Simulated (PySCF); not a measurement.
A side-by-side comparison of computed properties.

First species: nitrous acid, HNO2.
Z-matrix (Å and degrees, PBE0-D3(BJ)/def2-SVP geometry), rows numbered from 1:
```
O 
N   1  1.1782
O   2  1.3441  1  113.84
H   3  0.9825  2  106.26  1    -0.08
```

Second species: C5H6F3N.
SMILES: `[H]/N=C1\CC[C@H]1C(F)(F)F`

Levels: PBE0/def2-SVPD for dipole moment, HOMO energy, LUMO energy, HOMO–LUMO gap, static isotropic polarisability and electronic spatial extent ⟨r²⟩ about the centre of nuclear charge; TDDFT PBE0/def2-SVPD for lowest singlet excitation; TDA PBE0/def2-SVPD for lowest triplet excitation (Tamm–Dancoff); ΔSCF PBE0/def2-SVPD for vertical ionisation energy; PBE0-D3(BJ)/def2-SVP for rotational constant A and rotational constant C. Geometries: PBE0-D3(BJ)/def2-SVP. Each structure is a single optimised conformer of the isolated species, non-relativistic unless stated; the electronic structure was computed with PySCF and density fitting.

Dipoles, sizes and rotational constants follow the conformer. The torsions of the flexible species, by atom-mapped SMILES:
- `[O:1]=[N:2][OH:3]`: H–O3–N2–O1 0°
- `[H]/[N:1]=[C:2]1\[CH2:3][CH2:4][C@H:5]1[C:6]([F:7])([F:8])[F:9]`: C4–C5–C6–F7 174°

```json
{"property": "dipole moment", "column X": "1.68 D", "column Y": "3.92 D"}
{"property": "HOMO energy", "column X": "-8.54 eV", "column Y": "-7.86 eV"}
{"property": "LUMO energy", "column X": "-2.38 eV", "column Y": "-0.81 eV"}
{"property": "HOMO–LUMO gap", "column X": "6.16 eV", "column Y": "7.05 eV"}
{"property": "lowest singlet excitation", "column X": "3.66 eV", "column Y": "5.13 eV"}
{"property": "lowest triplet excitation (Tamm–Dancoff)", "column X": "2.51 eV", "column Y": "4.35 eV"}
{"property": "static isotropic polarisability", "column X": "19.6 au", "column Y": "66.5 au"}
{"property": "vertical ionisation energy", "column X": "11.54 eV", "column Y": "9.98 eV"}
{"property": "electronic spatial extent ⟨r²⟩ about the centre of nuclear charge", "column X": "117 bohr²", "column Y": "1067 bohr²"}
{"property": "rotational constant A", "column X": "87.014 GHz", "column Y": "2.605 GHz"}
{"property": "rotational constant C", "column X": "11.897 GHz", "column Y": "1.127 GHz"}
```

(1) Which column belongs to which species?

(2) How does each property change from the first species to the second?

Results:

(1) Column X is the first species and column Y the second. The first has 4 atoms and 24 electrons, the second 15 and 70.

(2) dipole moment +2.24 D; HOMO energy +0.68 eV; LUMO energy +1.57 eV; HOMO–LUMO gap +0.89 eV; lowest singlet excitation +1.47 eV; lowest triplet excitation (Tamm–Dancoff) +1.84 eV; static isotropic polarisability +46.9 au; vertical ionisation energy -1.56 eV; electronic spatial extent ⟨r²⟩ about the centre of nuclear charge +950 bohr²; rotational constant A -84.409 GHz; rotational constant C -10.770 GHz.

On the first: No computed singlet falls in the visible range (750 to 380 nm, 1.65 to 3.26 eV); S1 lies 0.40 eV above its blue end. The vertical singlet–triplet gap S1 − T1 is 1.15 eV (TDDFT singlet less Tamm–Dancoff triplet; S1: HOMO→LUMO, weight 0.99; T1: HOMO→LUMO, weight 0.99).

On the second: S1 lies 1.92 eV below the HOMO–LUMO gap; its leading configuration is HOMO→LUMO, weight 0.98. A dipole of 3.92 D is allowed in C1, and pure rotational transitions are dipole-allowed.
